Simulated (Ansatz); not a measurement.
A made-up structure of C2H5O (charge -1), closed shell:

```xyz
8
angstrom
C -1.0232 0.6932 -0.4496
O 0.2367 -0.0369 -0.6598
C 0.7363 -0.5323 0.5290
H -1.7526 0.2089 -1.1306
H -0.8499 1.6971 -0.8883
H 0.9409 0.2681 1.2628
H 0.8730 -0.2789 -1.3508
H 0.0335 -1.2294 1.0202
```

It is relaxed with PBE-D4/def2-SVPD and then PBE0-D4/def2-TZVPD (Ansatz 0.2.0). Atoms count as bonded within 1.22 times the sum of their covalent radii (H–H: 0.88 Å). The end point is not checked to be a true minimum.

**Question.** Does its bonding change? (Judge from chemistry; the calculation decides.)

**Answer.** Computed: No: no bond forms or breaks.

Where it ends: The first stage lowers the energy by 0.81 eV in 9 steps. It ends as C₂H₅O ([CH2][OH][CH2]), total charge -1:
C1  (-1.197, 0.606, -0.547)
O2  (-0.019, -0.377, -0.602)
C3  (0.912, -0.583, 0.586)
H4  (-1.610, 0.492, -1.571)
H5  (-0.690, 1.594, -0.545)
H6  (0.922, 0.413, 1.066)
H7  (0.597, -0.163, -1.304)
H8  (0.280, -1.193, 1.251)
(Å)

Labels in which every atom is bracketed show which atoms are joined, not bond orders.

For scale, one of the runs: PBE0-D4/def2-TZVPD relaxation, 159 basis functions, launched by `ansatz run in.yaml --threads 2 --pin off --events-out ev --progress --plain --max-ram 4352MiB`. The run took about 13 s on 2 CPU threads of an Intel Xeon Platinum 8488C (shared host).
